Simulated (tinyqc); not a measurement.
Worked calculation (part 1 of 2): RHF in the sto-6g basis, for NH3, spin multiplicity 1. Computed by tinyqc, a small Python program that keeps every step (integrals from PySCF). Settings: charge = 0, multiplicity = 1, basis = sto-6g, energy threshold = 1e-10, iteration cap = 68, orthogonalisation = symmetric, start = Wolfsberg-Helmholz matrix, DIIS depth = 0, method = RHF. Command: `OMP_NUM_THREADS=1 python tinyqc.py 30983 30984 out.jsonl` (the two numbers bound the seeds that draw the settings). One thread of a shared host (Intel(R) Xeon(R) Processor @ 2.60GHz), about 0.1 s of CPU time with the checks. Later iterations appear only in the table of the cycle.

## One-electron integrals

Geometry (angstrom):
```
atom        x        y       z
N      0.0000   0.0000  0.4350
H      1.0290   0.0000  0.0000
H     -0.5140   0.8910  0.0000
H     -0.5140  -0.8910  0.0000
```

Basis sto-6g: exponents (1/bohr^2) and contraction coefficients of normalised primitives:
```
element  l (shell)   exponent  coefficient
N            s (1)  1027.8285       0.0092
N            s (1)   188.4512       0.0494
N            s (1)    52.7219       0.1685
N            s (1)    18.1114       0.3706
N            s (1)     7.0332       0.4165
N            s (1)     2.8967       0.1303
N            s (2)    39.1988      -0.0133
N            s (2)     7.7585      -0.0470
N            s (2)     2.4113      -0.0338
N            s (2)     0.9277       0.2502
N            s (2)     0.4029       0.5951
N            s (2)     0.1847       0.2407
N            p (3)    39.1988       0.0038
N            p (3)     7.7585       0.0377
N            p (3)     2.4113       0.1739
N            p (3)     0.9277       0.4180
N            p (3)     0.4029       0.4259
N            p (3)     0.1847       0.1017
H            s (1)    35.5232       0.0092
H            s (1)     6.5131       0.0494
H            s (1)     1.8221       0.1685
H            s (1)     0.6260       0.3706
H            s (1)     0.2431       0.4165
H            s (1)     0.1001       0.1303
```

Overlap, kinetic and nuclear-attraction integrals over the contracted functions; the nuclear repulsion is the sum of Za Zb / Rab.

nuclear repulsion = 10.840194 hartree

overlap S, lower triangle:
```
         1N 1s   1N 2s   1N 2px   1N 2py   1N 2pz   2H 1s   3H 1s   4H 1s
1N 1s   1.0000
1N 2s   0.2294  1.0000
1N 2px  0.0000  0.0000   1.0000
1N 2py  0.0000  0.0000   0.0000   1.0000
1N 2pz  0.0000  0.0000   0.0000   0.0000   1.0000
2H 1s   0.0473  0.4328   0.3697   0.0000  -0.1563  1.0000
3H 1s   0.0474  0.4330  -0.1848   0.3203  -0.1564  0.1689  1.0000
4H 1s   0.0474  0.4330  -0.1848  -0.3203  -0.1564  0.1689  0.1688  1.0000
```

kinetic energy T (hartree), lower triangle:
```
          1N 1s   1N 2s   1N 2px   1N 2py   1N 2pz    2H 1s    3H 1s   4H 1s
1N 1s   22.2364
1N 2s   -0.6787  0.6329
1N 2px   0.0000  0.0000   1.9013
1N 2py   0.0000  0.0000   0.0000   1.9013
1N 2pz   0.0000  0.0000   0.0000   0.0000   1.9013
2H 1s   -0.0070  0.0838   0.1991   0.0000  -0.0842   0.7685
3H 1s   -0.0070  0.0839  -0.0996   0.1726  -0.0843  -0.0075   0.7685
4H 1s   -0.0070  0.0839  -0.0996  -0.1726  -0.0843  -0.0075  -0.0075  0.7685
```

nuclear attraction V (hartree), lower triangle:
```
           1N 1s    1N 2s   1N 2px   1N 2py   1N 2pz    2H 1s    3H 1s    4H 1s
1N 1s   -48.0948
1N 2s    -4.9731  -8.2287
1N 2px    0.0000   0.0000  -8.2572
1N 2py    0.0000   0.0000   0.0000  -8.2573
1N 2pz    0.0161   0.1816   0.0000   0.0000  -8.1705
2H 1s    -1.1677  -2.8817  -2.2334   0.0000   0.9921  -5.0847
3H 1s    -1.1687  -2.8833   1.1164  -1.9353   0.9929  -0.9404  -5.0856
4H 1s    -1.1687  -2.8833   1.1164   1.9353   0.9929  -0.9404  -0.9402  -5.0856
```

core Hamiltonian H = T + V (hartree), lower triangle:
```
           1N 1s    1N 2s   1N 2px   1N 2py   1N 2pz    2H 1s    3H 1s    4H 1s
1N 1s   -25.8584
1N 2s    -5.6519  -7.5958
1N 2px    0.0000   0.0000  -6.3559
1N 2py    0.0000   0.0000   0.0000  -6.3561
1N 2pz    0.0161   0.1816   0.0000   0.0000  -6.2692
2H 1s    -1.1748  -2.7978  -2.0343   0.0000   0.9080  -4.3162
3H 1s    -1.1757  -2.7993   1.0169  -1.7627   0.9086  -0.9478  -4.3171
4H 1s    -1.1757  -2.7993   1.0169   1.7627   0.9086  -0.9478  -0.9477  -4.3171
```

## Two-electron integrals

Functions are numbered as in S; the eight-fold symmetry (ij|kl) = (ji|kl) = (kl|ij) leaves the list below.

Two-electron integrals (ij|kl) in chemists' order, unique and non-zero (hartree):
```
(11|11) 4.1687      (21|11) 0.5836      (21|21) 0.1041      (22|11) 0.9685
(22|21) 0.2145      (22|22) 0.7084      (31|31) 0.0221      (32|31) 0.0336
(32|32) 0.1566      (33|11) 0.9685      (33|21) 0.2145      (33|22) 0.7084
(33|33) 0.7632      (41|41) 0.0221      (42|41) 0.0336      (42|42) 0.1566
(43|43) 0.0411      (44|11) 0.9685      (44|21) 0.2145      (44|22) 0.7084
(44|33) 0.6810      (44|44) 0.7632      (51|51) 0.0221      (52|51) 0.0336
(52|52) 0.1566      (53|53) 0.0411      (54|54) 0.0411      (55|11) 0.9685
(55|21) 0.2145      (55|22) 0.7084      (55|33) 0.6810      (55|44) 0.6810
(55|55) 0.7632      (61|11) 0.1282      (61|21) 0.0219      (61|22) 0.0442
(61|31) 0.0011      (61|32) 0.0022      (61|33) 0.0444      (61|44) 0.0441
(61|51) -4.79e-04   (61|52) -0.0009     (61|53) -1.31e-04   (61|55) 0.0442
(61|61) 0.0047      (62|11) 0.3144      (62|21) 0.0706      (62|22) 0.2579
(62|31) 0.0058      (62|32) 0.0430      (62|33) 0.2660      (62|44) 0.2527
(62|51) -0.0025     (62|52) -0.0182     (62|53) -0.0056     (62|55) 0.2551
(62|61) 0.0151      (62|62) 0.1208      (63|11) 0.2310      (63|21) 0.0526
(63|22) 0.2042      (63|31) 0.0114      (63|32) 0.0743      (63|33) 0.2218
(63|44) 0.1946      (63|51) -0.0016     (63|52) -0.0134     (63|53) -0.0079
(63|55) 0.1964      (63|61) 0.0117      (63|62) 0.1149      (63|63) 0.1234
(64|41) 0.0076      (64|42) 0.0426      (64|43) 0.0086      (64|54) -0.0036
(64|64) 0.0158      (65|11) -0.0977     (65|21) -0.0222     (65|22) -0.0863
(65|31) -0.0016     (65|32) -0.0134     (65|33) -0.0865     (65|44) -0.0822
(65|51) 0.0083      (65|52) 0.0483      (65|53) 0.0104      (65|55) -0.0903
(65|61) -0.0050     (65|62) -0.0486     (65|63) -0.0455     (65|65) 0.0350
(66|11) 0.4641      (66|21) 0.1061      (66|22) 0.4422      (66|31) 0.0111
(66|32) 0.1109      (66|33) 0.4739      (66|44) 0.4217      (66|51) -0.0047
(66|52) -0.0469     (66|53) -0.0221     (66|55) 0.4311      (66|61) 0.0230
(66|62) 0.2639      (66|63) 0.2814      (66|65) -0.1190     (66|66) 0.7750
(71|11) 0.1283      (71|21) 0.0219      (71|22) 0.0443      (71|31) -0.0006
(71|32) -0.0011     (71|33) 0.0442      (71|41) 0.0010      (71|42) 0.0019
(71|43) -1.35e-04   (71|44) 0.0444      (71|51) -4.80e-04   (71|52) -0.0009
(71|53) 6.57e-05    (71|54) -1.14e-04   (71|55) 0.0442      (71|61) 0.0046
(71|62) 0.0144      (71|63) 0.0105      (71|64) 4.34e-04    (71|65) -0.0048
(71|66) 0.0216      (71|71) 0.0047      (72|11) 0.3146      (72|21) 0.0706
(72|22) 0.2580      (72|31) -0.0029     (72|32) -0.0215     (72|33) 0.2561
(72|41) 0.0051      (72|42) 0.0373      (72|43) -0.0058     (72|44) 0.2628
(72|51) -0.0025     (72|52) -0.0182     (72|53) 0.0028      (72|54) -0.0049
(72|55) 0.2552      (72|61) 0.0144      (72|62) 0.0926      (72|63) 0.0679
(72|64) 0.0103      (72|65) -0.0363     (72|66) 0.1617      (72|71) 0.0151
(72|72) 0.1209      (73|11) -0.1155     (73|21) -0.0263     (73|22) -0.1021
(73|31) 0.0085      (73|32) 0.0506      (73|33) -0.1071     (73|41) -0.0016
(73|42) -0.0137     (73|43) 0.0096      (73|44) -0.1010     (73|51) 0.0008
(73|52) 0.0067      (73|53) -0.0047     (73|54) 0.0018      (73|55) -0.0982
(73|61) -0.0049     (73|62) -0.0250     (73|63) -0.0076     (73|64) -0.0021
(73|65) 0.0096      (73|66) -0.0336     (73|71) -0.0059     (73|72) -0.0575
(73|73) 0.0427      (74|11) 0.2002      (74|21) 0.0456      (74|22) 0.1770
(74|31) -0.0016     (74|32) -0.0137     (74|33) 0.1708      (74|41) 0.0104
(74|42) 0.0664      (74|43) -0.0081     (74|44) 0.1900      (74|51) -0.0014
(74|52) -0.0116     (74|53) 0.0018      (74|54) -0.0068     (74|55) 0.1701
(74|61) 0.0093      (74|62) 0.0640      (74|63) 0.0466      (74|64) 0.0181
(74|65) -0.0245     (74|66) 0.1123      (74|71) 0.0102      (74|72) 0.0996
(74|73) -0.0466     (74|74) 0.0966      (75|11) -0.0977     (75|21) -0.0222
(75|22) -0.0864     (75|31) 0.0008      (75|32) 0.0067      (75|33) -0.0834
(75|41) -0.0014     (75|42) -0.0116     (75|43) 0.0018      (75|44) -0.0855
(75|51) 0.0083      (75|52) 0.0483      (75|53) -0.0052     (75|54) 0.0090
(75|55) -0.0904     (75|61) -0.0048     (75|62) -0.0363     (75|63) -0.0261
(75|64) -0.0040     (75|65) 0.0255      (75|66) -0.0680     (75|71) -0.0050
(75|72) -0.0486     (75|73) 0.0227      (75|74) -0.0394     (75|75) 0.0350
(76|11) 0.0977      (76|21) 0.0221      (76|22) 0.0861      (76|31) 0.0007
(76|32) 0.0061      (76|33) 0.0860      (76|41) 0.0013      (76|42) 0.0106
(76|43) 3.88e-04    (76|44) 0.0865      (76|51) -0.0012     (76|52) -0.0103
(76|53) -0.0012     (76|54) -0.0021     (76|55) 0.0859      (76|61) 0.0047
(76|62) 0.0386      (76|63) 0.0340      (76|64) 0.0039      (76|65) -0.0172
(76|66) 0.0834      (76|71) 0.0047      (76|72) 0.0386      (76|73) -0.0136
(76|74) 0.0314      (76|75) -0.0172     (76|76) 0.0152      (77|11) 0.4642
(77|21) 0.1061      (77|22) 0.4423      (77|31) -0.0055     (77|32) -0.0554
(77|33) 0.4349      (77|41) 0.0096      (77|42) 0.0961      (77|43) -0.0226
(77|44) 0.4610      (77|51) -0.0047     (77|52) -0.0469     (77|53) 0.0110
(77|54) -0.0191     (77|55) 0.4312      (77|61) 0.0216      (77|62) 0.1616
(77|63) 0.1141      (77|64) 0.0270      (77|65) -0.0680     (77|66) 0.2948
(77|71) 0.0230      (77|72) 0.2641      (77|73) -0.1407     (77|74) 0.2438
(77|75) -0.1190     (77|76) 0.0834      (77|77) 0.7750      (81|11) 0.1283
(81|21) 0.0219      (81|22) 0.0443      (81|31) -0.0006     (81|32) -0.0011
(81|33) 0.0442      (81|41) -0.0010     (81|42) -0.0019     (81|43) 1.35e-04
(81|44) 0.0444      (81|51) -4.80e-04   (81|52) -0.0009     (81|53) 6.57e-05
(81|54) 1.14e-04    (81|55) 0.0442      (81|61) 0.0046      (81|62) 0.0144
(81|63) 0.0105      (81|64) -4.34e-04   (81|65) -0.0048     (81|66) 0.0216
(81|71) 0.0046      (81|72) 0.0144      (81|73) -0.0056     (81|74) 0.0089
(81|75) -0.0048     (81|76) 0.0045      (81|77) 0.0216      (81|81) 0.0047
(82|11) 0.3146      (82|21) 0.0706      (82|22) 0.2580      (82|31) -0.0029
(82|32) -0.0215     (82|33) 0.2561      (82|41) -0.0051     (82|42) -0.0373
(82|43) 0.0058      (82|44) 0.2628      (82|51) -0.0025     (82|52) -0.0182
(82|53) 0.0028      (82|54) 0.0049      (82|55) 0.2552      (82|61) 0.0144
(82|62) 0.0926      (82|63) 0.0679      (82|64) -0.0103     (82|65) -0.0363
(82|66) 0.1617      (82|71) 0.0144      (82|72) 0.0927      (82|73) -0.0429
(82|74) 0.0537      (82|75) -0.0363     (82|76) 0.0307      (82|77) 0.1617
(82|81) 0.0151      (82|82) 0.1209      (83|11) -0.1155     (83|21) -0.0263
(83|22) -0.1021     (83|31) 0.0085      (83|32) 0.0506      (83|33) -0.1071
(83|41) 0.0016      (83|42) 0.0137      (83|43) -0.0096     (83|44) -0.1010
(83|51) 0.0008      (83|52) 0.0067      (83|53) -0.0047     (83|54) -0.0018
(83|55) -0.0982     (83|61) -0.0049     (83|62) -0.0250     (83|63) -0.0076
(83|64) 0.0021      (83|65) 0.0096      (83|66) -0.0336     (83|71) -0.0056
(83|72) -0.0429     (83|73) 0.0310      (83|74) -0.0243     (83|75) 0.0164
(83|76) -0.0107     (83|77) -0.0804     (83|81) -0.0059     (83|82) -0.0575
(83|83) 0.0427      (84|11) -0.2002     (84|21) -0.0456     (84|22) -0.1770
(84|31) 0.0016      (84|32) 0.0137      (84|33) -0.1708     (84|41) 0.0104
(84|42) 0.0664      (84|43) -0.0081     (84|44) -0.1900     (84|51) 0.0014
(84|52) 0.0116      (84|53) -0.0018     (84|54) -0.0068     (84|55) -0.1701
(84|61) -0.0093     (84|62) -0.0640     (84|63) -0.0466     (84|64) 0.0181
(84|65) 0.0245      (84|66) -0.1123     (84|71) -0.0089     (84|72) -0.0537
(84|73) 0.0243      (84|74) -0.0205     (84|75) 0.0206      (84|76) -0.0186
(84|77) -0.0853     (84|81) -0.0102     (84|82) -0.0996     (84|83) 0.0466
(84|84) 0.0966      (85|11) -0.0977     (85|21) -0.0222     (85|22) -0.0864
(85|31) 0.0008      (85|32) 0.0067      (85|33) -0.0834     (85|41) 0.0014
(85|42) 0.0116      (85|43) -0.0018     (85|44) -0.0855     (85|51) 0.0083
(85|52) 0.0483      (85|53) -0.0052     (85|54) -0.0090     (85|55) -0.0904
(85|61) -0.0048     (85|62) -0.0363     (85|63) -0.0261     (85|64) 0.0040
(85|65) 0.0255      (85|66) -0.0680     (85|71) -0.0048     (85|72) -0.0363
(85|73) 0.0164      (85|74) -0.0206     (85|75) 0.0255      (85|76) -0.0133
(85|77) -0.0680     (85|81) -0.0050     (85|82) -0.0486     (85|83) 0.0227
(85|84) 0.0394      (85|85) 0.0350      (86|11) 0.0977      (86|21) 0.0221
(86|22) 0.0861      (86|31) 0.0007      (86|32) 0.0061      (86|33) 0.0860
(86|41) -0.0013     (86|42) -0.0106     (86|43) -3.88e-04   (86|44) 0.0865
(86|51) -0.0012     (86|52) -0.0103     (86|53) -0.0012     (86|54) 0.0021
(86|55) 0.0859      (86|61) 0.0047      (86|62) 0.0386      (86|63) 0.0340
(86|64) -0.0039     (86|65) -0.0172     (86|66) 0.0834      (86|71) 0.0045
(86|72) 0.0307      (86|73) -0.0107     (86|74) 0.0186      (86|75) -0.0133
(86|76) 0.0124      (86|77) 0.0547      (86|81) 0.0047      (86|82) 0.0386
(86|83) -0.0136     (86|84) -0.0314     (86|85) -0.0172     (86|86) 0.0152
(87|11) 0.0977      (87|21) 0.0221      (87|22) 0.0861      (87|31) -0.0015
(87|32) -0.0122     (87|33) 0.0867      (87|44) 0.0858      (87|51) -0.0012
(87|52) -0.0103     (87|53) 0.0024      (87|55) 0.0859      (87|61) 0.0045
(87|62) 0.0307      (87|63) 0.0214      (87|65) -0.0133     (87|66) 0.0547
(87|71) 0.0047      (87|72) 0.0386      (87|73) -0.0203     (87|74) 0.0275
(87|75) -0.0172     (87|76) 0.0123      (87|77) 0.0834      (87|81) 0.0047
(87|82) 0.0386      (87|83) -0.0203     (87|84) -0.0275     (87|85) -0.0172
(87|86) 0.0123      (87|87) 0.0152      (88|11) 0.4642      (88|21) 0.1061
(88|22) 0.4423      (88|31) -0.0055     (88|32) -0.0554     (88|33) 0.4349
(88|41) -0.0096     (88|42) -0.0961     (88|43) 0.0226      (88|44) 0.4610
(88|51) -0.0047     (88|52) -0.0469     (88|53) 0.0110      (88|54) 0.0191
(88|55) 0.4312      (88|61) 0.0216      (88|62) 0.1616      (88|63) 0.1141
(88|64) -0.0270     (88|65) -0.0680     (88|66) 0.2948      (88|71) 0.0216
(88|72) 0.1617      (88|73) -0.0804     (88|74) 0.0853      (88|75) -0.0680
(88|76) 0.0547      (88|77) 0.2947      (88|81) 0.0230      (88|82) 0.2641
(88|83) -0.1407     (88|84) -0.2438     (88|85) -0.1190     (88|86) 0.0834
(88|87) 0.0834      (88|88) 0.7750
```

## Orthogonalisation

S = U s U^T; symmetric (Loewdin) form X = U s^(-1/2) U^T, so that X^T S X = 1.

eigenvalues of S: 0.3328  0.4548  0.4550  0.9151  1.0666  1.3761  1.3763  2.0232

X, lower triangle:
```
          1N 1s    1N 2s   1N 2px   1N 2py  1N 2pz    2H 1s    3H 1s   4H 1s
1N 1s    1.0232
1N 2s   -0.1432   1.2945
1N 2px   0.0000   0.0000   1.1097
1N 2py   0.0000   0.0000   0.0000   1.1098
1N 2pz   0.0087  -0.0970   0.0000   0.0000  1.0344
2H 1s    0.0191  -0.2633  -0.2528   0.0000  0.0936   1.1828
3H 1s    0.0191  -0.2635   0.1264  -0.2191  0.0937  -0.0424   1.1830
4H 1s    0.0191  -0.2635   0.1264   0.2191  0.0937  -0.0424  -0.0424  1.1830
```

## Starting guess

The start is the generalised Wolfsberg-Helmholz matrix (K = 1.75) built on H; D = 2 C_occ C_occ^T.

D at the start, lower triangle:
```
          1N 1s   1N 2s   1N 2px   1N 2py   1N 2pz   2H 1s   3H 1s   4H 1s
1N 1s    2.0477
1N 2s   -0.1892  0.9589
1N 2px   0.0000  0.0001   1.2992
1N 2py   0.0000  0.0000   0.0000   1.2987
1N 2pz  -0.0937  0.3483  -0.0001   0.0000   1.8964
2H 1s   -0.1188  0.2842   0.4539   0.0000  -0.0690  0.2617
3H 1s   -0.1189  0.2844  -0.2268   0.3931  -0.0691  0.0239  0.2619
4H 1s   -0.1189  0.2844  -0.2268  -0.3931  -0.0691  0.0239  0.0239  0.2619
```

## Iteration 1: building the Fock matrix

J_ij = sum D_kl (ij|kl), K_ij = sum D_kl (ik|jl); F = H + J - 0.5 K; E = tr D H + tr D J / 2 - 0.25 tr D K + E_nn.

Coulomb J (hartree), lower triangle:
```
          1N 1s    1N 2s   1N 2px   1N 2py   1N 2pz   2H 1s   3H 1s   4H 1s
1N 1s   15.0903
1N 2s    2.6690   7.1255
1N 2px   0.0000   0.0000   7.1258
1N 2py   0.0000   0.0000   0.0000   7.1258
1N 2pz   0.0038  -0.0224   0.0000   0.0000   7.1248
2H 1s    0.5661   2.5763   2.0313   0.0000  -0.8676  4.4670
3H 1s    0.5666   2.5777  -1.0154   1.7602  -0.8682  0.8601  4.4679
4H 1s    0.5666   2.5777  -1.0154  -1.7602  -0.8682  0.8601  0.8599  4.4679
```

exchange K (hartree), lower triangle:
```
          1N 1s   1N 2s   1N 2px   1N 2py   1N 2pz   2H 1s   3H 1s   4H 1s
1N 1s    8.4683
1N 2s    1.3526  2.1378
1N 2px   0.0000  0.0000   1.7701
1N 2py   0.0000  0.0000   0.0000   1.7701
1N 2pz  -0.0090  0.0654   0.0000   0.0000   1.9104
2H 1s    0.3007  0.9169   0.7101   0.0000  -0.2698  0.9915
3H 1s    0.3009  0.9174  -0.3549   0.6152  -0.2700  0.3162  0.9921
4H 1s    0.3009  0.9174  -0.3549  -0.6152  -0.2700  0.3162  0.3162  0.9921
```

Fock matrix F (hartree), lower triangle:
```
           1N 1s    1N 2s   1N 2px   1N 2py   1N 2pz    2H 1s    3H 1s    4H 1s
1N 1s   -15.0023
1N 2s    -3.6592  -1.5392
1N 2px    0.0000   0.0000  -0.1151
1N 2py    0.0000   0.0000   0.0000  -0.1153
1N 2pz    0.0244   0.1265   0.0000   0.0000  -0.0997
2H 1s    -0.7590  -0.6800  -0.3580   0.0000   0.1753  -0.3450
3H 1s    -0.7596  -0.6803   0.1789  -0.3101   0.1754  -0.2459  -0.3452
4H 1s    -0.7596  -0.6803   0.1789   0.3101   0.1754  -0.2459  -0.2459  -0.3452
```

total energy of this density = -55.631292 hartree

## Iteration 1: diagonalisation and new density

Diagonalise F' = X^T F X, C = X C', fill 5 alpha and 5 beta electrons from the bottom; D = 2 C_occ C_occ^T. Each column has its largest component positive (the first on a tie).

F' = X^T F X (hartree), lower triangle:
```
          1        2        3        4        5        6        7       8
1  -14.7435
2   -1.9340  -0.4897
3    0.0000  -0.0001   0.1500
4    0.0000   0.0000   0.0000   0.1502
5    0.0384  -0.0529   0.0000   0.0000  -0.0278
6   -0.1062  -0.4104  -0.4580   0.0000   0.1577   0.0939
7   -0.1063  -0.4107   0.2290  -0.3969   0.1579  -0.0788   0.0941
8   -0.1063  -0.4107   0.2290   0.3969   0.1579  -0.0788  -0.0788  0.0941
```

orbital energies (hartree): MO1 -15.0064, MO2 -0.8551, MO3 -0.3998, MO4 -0.3997, MO5 -0.0949, MO6 0.6320, MO7 0.7224, MO8 0.7229

coefficients C:
```
            MO1      MO2      MO3      MO4      MO5      MO6      MO7      MO8
1N 1s    0.9955  -0.1920   0.0000   0.0000  -0.0923  -0.1795   0.0004   0.0000
1N 2s    0.0219   0.6457   0.0000  -0.0001   0.4492   1.1378  -0.0024   0.0000
1N 2px   0.0000   0.0000   0.0000   0.5759   0.0000   0.0020   0.9978   0.0000
1N 2py   0.0000   0.0000   0.5758   0.0000   0.0000   0.0000   0.0000   0.9981
1N 2pz  -0.0038  -0.1386   0.0000   0.0001   0.8925  -0.5384   0.0011   0.0000
2H 1s   -0.0045   0.2211   0.0000   0.5196  -0.1044  -0.6501  -0.8902   0.0000
3H 1s   -0.0045   0.2212   0.4499  -0.2597  -0.1044  -0.6479   0.4470  -0.7722
4H 1s   -0.0045   0.2212  -0.4499  -0.2597  -0.1044  -0.6479   0.4470   0.7722
```

D after iteration 1, lower triangle:
```
          1N 1s   1N 2s   1N 2px   1N 2py   1N 2pz    2H 1s    3H 1s   4H 1s
1N 1s    2.0727
1N 2s   -0.2872  1.2383
1N 2px   0.0000  0.0000   0.6633
1N 2py   0.0000  0.0000   0.0000   0.6631
1N 2pz  -0.1191  0.6228   0.0000   0.0000   1.6317
2H 1s   -0.0747  0.1915   0.5985   0.0000  -0.2475   0.6597
3H 1s   -0.0747  0.1917  -0.2991   0.5182  -0.2477  -0.1503   0.6595
4H 1s   -0.0747  0.1917  -0.2991  -0.5182  -0.2477  -0.1503  -0.1503  0.6595
```
